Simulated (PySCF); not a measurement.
## 1,2,4,5-tetracyanobenzene radical anion: computed EPR parameters against published values

Measured values to reproduce: a(1H H15/H16) 1.11 G [1]; a(14N N1/N7/N10/N14) 1.15 G [1]. Sources and the comparison follow the method.

Species: 1,2,4,5-tetracyanobenzene radical anion, C10H2N4 (charge -1 and doublet state).
Bonds: N1–C2 (triple), C2–C3, C3–C4 (aromatic), C4–C5 (aromatic), C5–C6, C6–N7 (triple), C5–C8 (aromatic), C8–C9, C9–N10 (triple), C8–C11 (aromatic), C11–C12 (aromatic), C12–C13, C13–N14 (triple), C3–C12 (aromatic). Hydrogens: H15 on C4; H16 on C11.

As a line formula: 1,2,4,5-tetracyanobenzene radical anion, `C(#N)c1c(cc(C#N)c(c1)C#N)C#N` [SMILES of the parent framework; charge -1 and doublet state].

The calculation used PySCF 2.14.0, UKS B3LYP, IGLO-III on C N, pcH-1 on H, non-relativistic, mean-field spin-orbit, GIAO. Isolated species at its PBE0-D3(BJ)/def2-SVP geometry, gas phase. Whether the extra electron is bound in the gas phase wasn't checked; a finite basis holds it in any case. Stability of the SCF solution: not tested. No frequencies were computed at this geometry's level, so the symmetric structure isn't shown to be a minimum.

```csv
nucleus,computed a_iso (MHz),published,in MHz,difference of magnitudes (MHz),source
1H H15/H16,4.2,1.11 G,3.1,+1.1,[1]
14N N1/N7/N10/N14,3.1,1.15 G,3.2,-0.1,[1]
```

Values published in field units are turned into MHz with the computed g_iso.

Sources: [1] measured, solution or matrix (EPR); Pople, Beveridge, Approximate Molecular Orbital Theory, McGraw-Hill 1970 (compilation of measured values).

The measured numbers hold vibrational averaging and, outside the gas phase, effects of the matrix or solvent; the computed ones belong to one rigid, isolated geometry and carry the errors of functional and basis. An EPR spectrum gives magnitudes, so published signs often rest on theory.

The Mulliken spin populations are largest on C3 (+0.24), C8 (+0.24), C5 (+0.24) and C12 (+0.24). Four atoms exceed +0.15.

The unrestricted determinant has ⟨S²⟩ = 0.7641 (exact 0.7500), so spin contamination is small.
